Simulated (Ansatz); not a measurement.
# C2+ (doublet): energies up the ladder

Wanted for C2+ (doublet): energies up the ladder. Charge +1. Spin multiplicity 2.

Program: Ansatz 0.2.0. Level of theory: the levels named in each step. These are calculated values, not measurements.

**1. The system as given**

Bond lengths: C1–C2 1.184 Å.

Structure file:

```xyz
2

C     0.0000    0.0000    0.0000
C     0.0000    0.0000    1.1840
```

**2. A rough first relaxation, PBE-D4/def2-SVP**

input.yaml reads:

```yaml
crystal:
  periodic: [false, false, false]
  atoms:
    - { symbol: C, position_ang: [0.0, 0.0, 0.0] }
    - { symbol: C, position_ang: [0.0, 0.0, 1.18399] }
magnetization:
  spin_polarized: true
  initial_magnetization: 1
total_charge: 1
basis:
  gaussian: { orbitals: def2-SVP }
hamiltonian:
  xc: pbe
  dispersion: d4
relax:
  f_tol: 0.03
  max_steps: 200
```

Started as:

```sh
> ansatz run input.yaml --threads 1 --pin off --max-ram 2560MiB --backend cpu --events-out ev --progress --plain --runs-dir out
```

The runs that follow: Relaxation, PBE0-D4/def2-TZVPP; Frequencies, PBE0-D4/def2-TZVPP; Single point, PBE-D4/def2-TZVPP; Single point, r2SCAN-D4/def2-TZVPP; Single point, B3LYP-D4/def2-TZVPP; Single point, wB97M-V/def2-TZVPP; Single point, B2PLYP/def2-TZVPP; Single point, LDA/def2-TZVPP; Single point, PBE0-D4/def2-SVP; Single point, PBE-D4/def2-SVP; Single point, CCSD(T)/def2-TZVPP; Single point, CCSD(T)/def2-QZVPP.

What does the calculation give? Wanted: C1–C2 at PBE0-D4/def2-TZVPP; frequencies at PBE0-D4/def2-TZVPP; energy at CCSD(T)/CBS.

**Answer**, as computed:

| quantity | value |
| --- | --- |
| C1–C2 at PBE0-D4/def2-TZVPP | 1.397 Å |
| frequencies at PBE0-D4/def2-TZVPP | 1277 cm⁻¹ |
| energy at CCSD(T)/CBS | -2050.421 eV |

**Reading.** No mode is imaginary, so the geometry is a minimum. These totals serve in differences with atoms or fragments at the same level; alone they don't rank the methods. A T1 diagnostic of 0.106 (charge +1) lies over the usual mark for one of the runs, a hint of some multireference character there. <S²> exceeds the pure value by up to 1.29: some mean fields break spin symmetry, which blurs their results.
